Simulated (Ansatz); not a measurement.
# C2H2FO: the cost of one run

Program: the Python package of Ansatz 0.2.0. The levels of theory stand in the script. These are calculated values, not measurements.

### 1 The system

Bond lengths: O1–C2 1.258 Å, C2–C3 1.337 Å, C3–F4 1.347 Å, C2–H5 1.091 Å, C3–H6 1.079 Å. Angles: O1–C2–C3 131.2°, O1–C2–H5 116.7°, C3–C2–H5 112.1°, C2–C3–F4 122.3°, C2–C3–H6 125.7°, F4–C3–H6 112.0°.

No structure file is read: the coordinates are typed or built in the script.

### 2 The code

Input file c2h2fo.py:

```python
# -*- coding: utf-8 -*-
"""One geometry of C2H2FO(-), method by method."""

import ansatz as az


def main():
    geometry_ang = [
        ("O", (1.7106, -0.6107, 0.0282)),
        ("C", (0.6802, 0.1094, -0.021)),
        ("C", (-0.6183, -0.2061, 0.0289)),
        ("F", (-1.5889, 0.7253, -0.0407)),
        ("H", (0.8376, 1.1845, -0.1219)),
        ("H", (-1.0212, -1.2023, 0.1265)),
    ]
    geometry = az.Crystal.molecule()
    for symbol, xyz in geometry_ang:
        geometry = geometry.atom(symbol, xyz)

    calculation = (
        geometry.calculation()
        .basis(gaussian="def2-SVP")
        .charge(-1)  # electrons removed from the neutral system
        .scf(lower_state_search="off")
    )

    methods = ["mp2", "ccsd", "ccsd_t"]
    reports = [calculation.correlation(m).run().report for m in methods]
    print(f"Hartree-Fock reference {reports[0]['reference_energy_ev'] / 27.211386246:.6f} Ha")
    best = reports[-1]["free_energy_ev"] - reports[-1]["reference_energy_ev"]
    for method, each in zip(methods, reports):
        gained = each["free_energy_ev"] - each["reference_energy_ev"]
        print(f"{method:8s} total {each['free_energy_ev'] / 27.211386246:.6f} Ha  correlation {gained:9.4f} eV  ({100 * gained / best:.1f} % of the last)")


if __name__ == "__main__":
    main()
```

### 3 What the engine is handed

The engine receives this input (first run):

```yaml
crystal:
  periodic: [false, false, false]
  atoms:
    - { symbol: O, position_ang: [1.7106, -0.6107, 0.0282] }
    - { symbol: C, position_ang: [0.6802, 0.1094, -0.021] }
    - { symbol: C, position_ang: [-0.6183, -0.2061, 0.0289] }
    - { symbol: F, position_ang: [-1.5889, 0.7253, -0.0407] }
    - { symbol: H, position_ang: [0.8376, 1.1845, -0.1219] }
    - { symbol: H, position_ang: [-1.0212, -1.2023, 0.1265] }
basis:
  gaussian:
    orbitals: def2-SVP
total_charge: -1.0
correlation:
  method: mp2
scf:
  lower_state_search: "off"
```

### 4 Launch

Started as:

```bash
> python c2h2fo.py
```

Q: Estimate wall time and peak memory on 1 thread of Intel Xeon Platinum 8259CL at 2.50GHz (Skylake/Cascade Lake), shared host.

About 5.6 s, with a peak of 0.24 GiB.
